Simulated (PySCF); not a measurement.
## Basis-set dependence of population analyses: NH3

NH3.
Atom-mapped SMILES: `[NH3:1]` (hydrogens: H2, H3, H4 on N1)

PBE0 throughout (PySCF), one geometry, spherical d and f functions. Geometry: PBE0-D3(BJ)/def2-SVP; no solvent, vibrations or thermal averaging. Atoms taken as equivalent share a column and are averaged.

Mulliken charges (e):

| basis | functions | N1 | H2/H3/H4 |
| --- | --- | --- | --- |
| STO-3G | 8 | -0.495 | +0.165 |
| 6-31G | 15 | -0.861 | +0.287 |
| 6-31G* | 20 | -0.955 | +0.318 |
| def2-SVP | 29 | -0.284 | +0.095 |
| pcSseg-1 | 32 | -0.484 | +0.162 |
| 6-311+G(2d,p) | 45 | -0.717 | +0.239 |
| def2-TZVP | 49 | -0.700 | +0.233 |

IAO charges (e):

| basis | functions | N1 | H2/H3/H4 |
| --- | --- | --- | --- |
| STO-3G | 8 | -0.581 | +0.194 |
| 6-31G | 15 | -0.735 | +0.245 |
| 6-31G* | 20 | -0.729 | +0.243 |
| def2-SVP | 29 | -0.708 | +0.236 |
| pcSseg-1 | 32 | -0.726 | +0.242 |
| 6-311+G(2d,p) | 45 | -0.772 | +0.257 |
| def2-TZVP | 49 | -0.765 | +0.255 |

Hirshfeld charges (e):

```
        basis  functions      N1  H2/H3/H4
       STO-3G          8  -0.258    +0.086
        6-31G         15  -0.318    +0.106
       6-31G*         20  -0.313    +0.104
     def2-SVP         29  -0.320    +0.106
     pcSseg-1         32  -0.322    +0.107
6-311+G(2d,p)         45  -0.312    +0.104
    def2-TZVP         49  -0.318    +0.106
```

Problem. Which scheme is steadiest as the basis changes?

Solution. Largest range over the bases for any column: Hirshfeld 0.06 e, IAO 0.19 e, Mulliken 0.67 e. Hirshfeld charges move least and Mulliken charges most, counted in e. Without the minimal STO-3G basis the ranges are Hirshfeld 0.01, IAO 0.06, Mulliken 0.67 e.

Problem. How much do the charges still move between the two largest bases, 6-311+G(2d,p) and def2-TZVP?

Solution. At most, over all atoms: Mulliken 0.017 e, IAO 0.007 e, Hirshfeld 0.006 e.

Problem. What do the same runs give for the total energy, the frontier levels and the dipole moment?

Solution. 
```json
{"basis": "STO-3G", "energy (Eh)": "-55.7287", "HOMO (eV)": "-4.31", "LUMO (eV)": "11.09", "μ (D)": "1.88"}
{"basis": "6-31G", "energy (Eh)": "-56.4567", "HOMO (eV)": "-6.90", "LUMO (eV)": "2.40", "μ (D)": "2.37"}
{"basis": "6-31G*", "energy (Eh)": "-56.4762", "HOMO (eV)": "-7.23", "LUMO (eV)": "2.62", "μ (D)": "1.97"}
{"basis": "def2-SVP", "energy (Eh)": "-56.4408", "HOMO (eV)": "-7.22", "LUMO (eV)": "1.88", "μ (D)": "1.79"}
{"basis": "pcSseg-1", "energy (Eh)": "-56.4794", "HOMO (eV)": "-7.47", "LUMO (eV)": "1.52", "μ (D)": "1.86"}
{"basis": "6-311+G(2d,p)", "energy (Eh)": "-56.5108", "HOMO (eV)": "-7.80", "LUMO (eV)": "0.61", "μ (D)": "1.75"}
{"basis": "def2-TZVP", "energy (Eh)": "-56.5129", "HOMO (eV)": "-7.69", "LUMO (eV)": "1.02", "μ (D)": "1.78"}
```

The dipole is fixed by the density alone, so its range of 0.62 D shows that the density itself changes with the basis, not only its division among atoms.
